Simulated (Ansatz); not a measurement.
## How far each method lies from RCCSDTQ for SiO, singlet

Geometry: MP2(full)/6-31G*, from the G2/97 set.

```xyz
2

Si    0.0000    0.0000    0.0000
O     0.0000    0.0000    1.5423
```

Basis cc-pV(T+d)Z; Ansatz 0.2.0. Correlated methods freeze the noble-gas cores, which leaves 10 electrons in 63 orbitals. R marks a restricted (for open shells ROHF) determinant. Active spaces: valence = (10e, 8o) chosen from the atoms' valence shells.

Full CI isn't at hand for all of this; RCCSDTQ serves as the reference, and is uncertain by about the last step of the cluster series.

The UHF ⟨S²⟩ is 0.000, the T1 diagnostic (RCCSD) is 0.0283 and the largest doubles amplitude (RCCSD) is 0.069.

```csv
level,E − E(RHF) (eV)
RMP2,-9.2513
RCCSD,-9.2679
RCCSD(T),-9.7682
```

(1) Estimate how far RCCSDTQ in cc-pV(T+d)Z lies from RCCSD(T). The table doesn't fix it; the size of (T) and the diagnostics are the guide.

(1) RCCSDTQ in cc-pV(T+d)Z lies 47 meV below RCCSD(T), which is 9 % of the (T) step (-500 meV). T1 is raised, but (T) still catches most of what CCSD lacks. The miss exceeds 1 kcal/mol.

The other levels:

| level | E − E(RCCSDTQ) (meV) | share of correlation (%) | wall time |
| --- | --- | --- | --- |
| CISD | 1282 | 86.94 | 1.5 s |
| BCCD(T) | 42 | 99.57 | 0.87 s |
| RCCSDT | 40 | 99.59 | – |
| RCCSDT(Q) | -10 | 100.10 | 1.7 s (H100) |
| CASSCF (valence space) | 6409 | 34.70 | – |
| NEVPT2 (valence space) | 1420 | 85.53 | 2.1 s |
| MRCISD (valence space) | 539 | 94.51 | – |
| MRCISD+Q (valence space) | 126 | 98.71 | 2.2 s (H100) |

The correlation energy at RCCSDTQ, counted from RHF, is -9.815 eV. That run took 32 s on 5 threads of AMD EPYC 7R13 with a whole H100 80 GB, shared host.

Times hold each run's SCF and search for its determinant on a shared host, so for small cases they say little of a method's own cost; rows without a card ran on 1 thread of AMD EPYC 7R13.

Natural occupations of CASSCF (valence space) about the gap: 1.998 1.997 1.974 1.952 1.952 0.050 0.050 0.028; effectively unpaired electrons, Σ n²(2−n)², 0.04.
